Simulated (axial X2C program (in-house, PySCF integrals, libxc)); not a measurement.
**Potential curves of SiC⁺, with spin–orbit coupling**

Computed with an in-house all-electron X2C program for linear molecules (integrals from PySCF). Two-component (2c) means X2C with spin–orbit coupling and atomic mean-field two-electron Coulomb and Gaunt terms. Basis: Si dyall-v3z [8s7p2d1f], C dyall-v3z [7s6p2d1f] (cores contracted in-house); Gaussian nuclei, density fitting, unrestricted open shells. Masses: Si 27.977 u, C 12.000 u.

State: Ω = 3/2 (⟨Sz⟩ = 1.50, ⟨Lz⟩ = 0.00 at HF). Energies in kJ/mol from the fragments at the same level (Si+ + C). Fits are polynomials in 1 − R0/R over 0.85 to 1.23 times the lowest point R0.

```csv
R (Å),HF,MP2,CCSD(T)
1.5886,-184.68,-245.68,
1.6617,-230.55,-294.53,-290.37
1.7164,-248.45,-315.05,-312.17
1.7712,-255.59,-325.08,-323.53
1.8260,-254.29,-326.89,-326.78
1.8899,-244.66,-321.02,-322.77
1.9538,-228.59,-308.74,-312.59
2.0360,-201.53,-286.24,-293.31
2.1364,-163.04,-251.68,
2.2825,-105.66,-190.62,
```

Correlated methods: 7 electrons correlated (number of frozen shells: Si 2 s, 1 p; C 1 s), 147 virtual spin orbitals or spinors in MP2, 90 natural virtuals in coupled cluster.

One determinant describes the state; a PBE0 search over occupations chose it and may have missed a lower one. De is counted from the lowest determinant-based energies of the atoms at the same level, without counterpoise correction. CCSD and (T) use frozen natural virtuals with an MP2 correction for the truncation; (T) itself is uncorrected, so its De runs slightly low. The 2c atoms are single determinants rather than J levels; their spin–orbit lowering is only partly caught, and De is too large by that part. This holds for MP2, CCSD(T). With several unpaired electrons one determinant need not be a pure state. This is the top spin component of a Σ state; components of lower Ω are not single determinants and can lie lower. The T1 diagnostic is large, a sign of multireference character. Coupled cluster ran on the points near the minimum only. MP2 and coupled cluster on one determinant become unreliable at the stretched end.

(1) What are Re, ωe and De at the HF level?

(2) Fit the MP2 curve near its minimum: give the equilibrium distance, the harmonic wavenumber and the well depth.

(3) Fit the CCSD(T) curve near its minimum: give the equilibrium distance, the harmonic wavenumber and the well depth.

## Answers

(1) At HF, 2c: Re = 1.789 Å, ωe ≈ 930 cm⁻¹, De = 2.65 eV to Si+ + C; Be follows as 0.627 cm⁻¹.

(2) At MP2, 2c: Re = 1.812 Å, ωe ≈ 871 cm⁻¹, De = 3.39 eV to Si+ + C; Be follows as 0.611 cm⁻¹.

(3) At CCSD(T), 2c: Re = 1.825 Å, ωe ≈ 837 cm⁻¹, De = 3.39 eV to Si+ + C; Be follows as 0.603 cm⁻¹.
